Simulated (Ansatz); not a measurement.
**How far each method lies from full CI for P2, triplet**

Geometry: a PBE0/def2-TZVP stationary point for this spin. The singlet lies 2.1 eV lower here.

```csv
atom,x (Å),y (Å),z (Å)
P,0.0000,0.0000,0.0000
P,0.0000,0.0000,2.0558
```

Basis 6-31G; Ansatz 0.2.0. Only valence electrons are correlated (noble-gas cores frozen), which leaves 10 electrons in 16 orbitals. R marks a restricted (for open shells ROHF) determinant, U an unrestricted one. Active spaces: valence = (10e, 8o) chosen from the atoms' valence shells.

Full CI is exact within this basis and frozen core; it isn't the basis-set limit. The frozen core follows each run's orbitals, which can shift R against U totals by a few meV.

For open shells CISD and CISDTQ are restricted-active-space CI with the open shells as a complete middle space. The determinant fills πx and πy unequally, so it is a mixture of Σ and Δ, which weighs on every level built on one determinant.

The UHF ⟨S²⟩ is 2.523, the T1 diagnostic (RCCSD) is 0.0136 and the largest doubles amplitude (RCCSD) is 0.460.

| level | E − E(full CI) (mEh) | share of correlation (%) | wall time |
| --- | --- | --- | --- |
| RHF | 125.80 | 0.00 | – |
| RMP2 | 36.76 | 70.78 | – |
| CISD | 20.73 | 83.52 | 1.5 s |
| RCCSD | 13.34 | 89.39 | – |
| RCCSD(T) | 5.69 | 95.48 | 1.8 s |
| BCCD(T) | 5.62 | 95.53 | 1.9 s |
| RCCSDT* | 1.01 | 99.20 | – |
| CISDTQ | 0.62 | 99.51 | 8.5 s |
| RCCSDT(Q)* | -0.72 | 100.57 | 4.9 s |
| RCCSDTQ* | 0.05 | 99.96 | 39 s |
| CASSCF (valence space) | 41.80 | 66.78 | – |
| NEVPT2 (valence space) | 11.83 | 90.60 | 1.4 s |
| MRCISD (valence space) | 1.47 | 98.83 | – |
| MRCISD+Q (valence space) | 0.26 | 99.80 | 2 s |
| MRCISD+Q(relaxed) (valence space) | 0.02 | 99.98 | 2.4 s |

An asterisk marks runs whose energy the program itself flagged as in doubt.

The correlation energy at full CI, counted from RHF, is -3.423 eV. That run took 27 s on 1 thread of Arm Neoverse V2, shared host over 2,388,528 determinants.

Run but not shown, since their state, orbitals or frozen core can't be matched to the reference's or they repeat it: UHF, UMP2, UCCSD, UCCSD(T), UCCSDT, UCCSDT(Q), UCCSDTQ.

Times hold each run's SCF and search for its determinant on a shared host, so for small cases they say little of a method's own cost; they ran on 1 thread of Arm Neoverse V2.

More than 5 meV below full CI, which no variational method can be: RCCSDT(Q).

The full-CI state has the irrep B1u of D2h, in the program's axes (one component, if the state is degenerate).

Natural occupations of full CI about the gap: 1.985 1.974 1.949 1.422 1.422 0.575 0.575 0.051 0.011 0.007; effectively unpaired electrons, Σ n²(2−n)², 2.72. No single determinant describes this state well, so single-reference rows can miss without a flag.
